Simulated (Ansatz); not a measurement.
Reaction (redistribution): `[NH2][Na]` + `C#C[SiH3]` → `C#[C][Na]` + `N[SiH3]`

Isolated molecules relaxed with PBE0-D4/def2-TZVP in Ansatz; ΔE leaves out vibrations. CCSD(T)/CBS is the MP2 limit (def2-TZVPP, def2-QZVPP) plus CCSD(T) − MP2 in def2-TZVPP, frozen cores. This one scheme is used for every species. Functionals use def2-TZVPP. B3LYP here is the variant with VWN-RPA as its local correlation; programs differ in this. HSE06 is defined as in plane-wave codes. For Na outer-core shells are correlated without core-valence functions, which leaves a few kJ/mol of doubt a bond.

| level | ΔE (kcal/mol) | difference from CCSD(T)/CBS |
| --- | --- | --- |
| LDA (SPW92) | -14.4 | 0.8 |
| PBE-D4 | -13.8 | 1.4 |
| revPBE-D4 | -13.9 | 1.3 |
| BLYP-D4 | -13.4 | 1.8 |
| r2SCAN-D4 | -15.8 | -0.6 |
| B97M-V | -16.9 | -1.7 |
| PBE0-D4 | -16.2 | -1.0 |
| B3LYP-D4 | -15.4 | -0.2 |
| r2SCANh-D4 | -16.5 | -1.3 |
| HSE06-D4 | -16.2 | -1.0 |
| BHLYP-D4 | -17.9 | -2.7 |
| CAM-B3LYP-D4 | -16.6 | -1.4 |
| ωB97X-V | -17.4 | -2.2 |
| ωB97M-V | -17.5 | -2.3 |
| B2PLYP | -16.1 | -0.9 |
| PBE-QIDH | -17.5 | -2.3 |
| PBE | -13.9 | 1.3 |
| revPBE | -13.8 | 1.4 |
| BLYP | -13.5 | 1.7 |
| r2SCAN | -15.8 | -0.6 |
| PBE0 | -16.3 | -1.1 |
| r2SCANh | -16.5 | -1.3 |
| r2SCAN0 | -17.5 | -2.3 |
| HSE06 | -16.3 | -1.1 |
| BHLYP | -18.0 | -2.8 |
| LC-ωPBE | -17.1 | -1.9 |
| RPA@PBE/def2-TZVPP | -18.8 | -3.6 |
| HF/def2-SVP | -21.1 | -5.9 |
| MP2/def2-SVP | -16.7 | -1.5 |
| CCSD/def2-SVP | -17.7 | -2.5 |
| CCSD(T)/def2-SVP | -17.3 | -2.1 |
| HF/def2-TZVPP | -21.5 | -6.3 |
| MP2/def2-TZVPP | -16.6 | -1.4 |
| SCS-MP2/def2-TZVPP | -17.0 | -1.8 |
| CCSD/def2-TZVPP | -18.4 | -3.2 |
| CCSD(T)/def2-TZVPP | -18.1 | -2.9 |
| HF/def2-QZVPP | -21.0 | -5.8 |
| SCS-MP2/def2-QZVPP | -15.2 | 0.0 |
| HF/CBS(def2) | -21.0 | -5.8 |
| CCSD/CBS(def2) | -15.6 | -0.4 |
| CCSD(T)/CBS | -15.2 | 0 |

Largest T1 diagnostic among the species: 0.013.

At CCSD(T), def2-SVP lies −2.1 kcal/mol from the extrapolated value and def2-TZVPP −2.9 kcal/mol. From PBE to PBE0 (25 % exact exchange), in def2-TZVPP and without D4, ΔE moves by −2.4 kcal/mol. In def2-TZVPP, CCSD(T) changes the Hartree–Fock value by +3.4 kcal/mol (the triples alone add +0.3 kcal/mol) and MP2 by +4.9 kcal/mol.
